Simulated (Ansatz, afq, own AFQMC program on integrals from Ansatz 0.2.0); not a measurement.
RuH, sextet: AFQMC among the cluster methods

```xyz
2

Ru    0.0000    0.0000    0.0000
H     0.0000    0.0000    2.1730
```

Basis def2-TZVP with its core potentials. Only valence electrons are correlated. Ansatz 0.2.0 and our own AFQMC program on the same integrals; the CISD trial comes from CCSD amplitudes, and released means the phaseless constraint is let go. Free projection: walkers drawn from exp(T), propagated without any constraint. Its projection time is finite, and what remains of the start isn't in its error. Uncertainties: one standard error, sampling alone. No spin–orbit coupling. The metal's outer-core s and p shells are frozen, which shifts wave-function levels against functionals.

Determinant: UHF, the one that the program's search chose, which needn't be the lowest solution. The geometry is a point of a scan.

No full CI on the walks' own integrals is used here; CCSDT(Q) serves as the reference and is uncertain by about the last step of the cluster series.

Cautions: no spin-orbit coupling; outer-core shells of the metal frozen; lower spins were not checked; higher spins were not checked; raised T1 diagnostic (T1 0.042, weight of the determinant 0.90, largest double 0.05); the released energies get too noisy after the second time (errors over twice the walk's own, or jumping), so no released level is given (meV from the phaseless value at times in 1/Eh: -7 ± 11 at 0.60, -27 ± 15 at 1.20, -36 ± 25 at 2.00, -12 ± 20 at 3.00, -43 ± 25 at 4.20).

* T1 diagnostic: 0.0424
* weight of the determinant in the CISD state: 0.900
* ⟨S²⟩ of the determinant: 8.755
* size of the correlated space: 9 electrons in 42 orbitals

| level | correlation energy (eV) |
| --- | --- |
| MP2 | -3.5736 |
| CCSD | -4.0727 |
| CCSD(T) | -4.1595 |

Task: Estimate where phaseless AFQMC with a CISD trial lies against CCSD(T) on the same integrals.

Result: 0.7 ± 0.6 kJ/mol above CCSD(T). The gap is under twice the noise, so this walk alone can't tell the two apart.

Reference: CCSDT(Q), correlation energy -4.185 eV.

| level | E − E(reference) (kJ/mol) | share of correlation (%) |
| --- | --- | --- |
| CCSD(T) | 2.4 | 99.40 |
| CCSDT | 0.4 | 99.91 |
| ph-AFQMC/HF | 3.4 ± 2.8 | 99.16 |
| ph-AFQMC/CISD | 3.2 ± 0.6 | 99.21 |
| free AFQMC | -1.1 ± 1.4 | 100.27 |

Free projections are given only where their last times agree within the noise and don't stop above the reference; a slow remainder of the start can still hide under it. A walk keeps the symmetry of its determinant, which the program's search chose and which needn't be the lowest solution, so a lower state of the same spin and another symmetry isn't excluded.
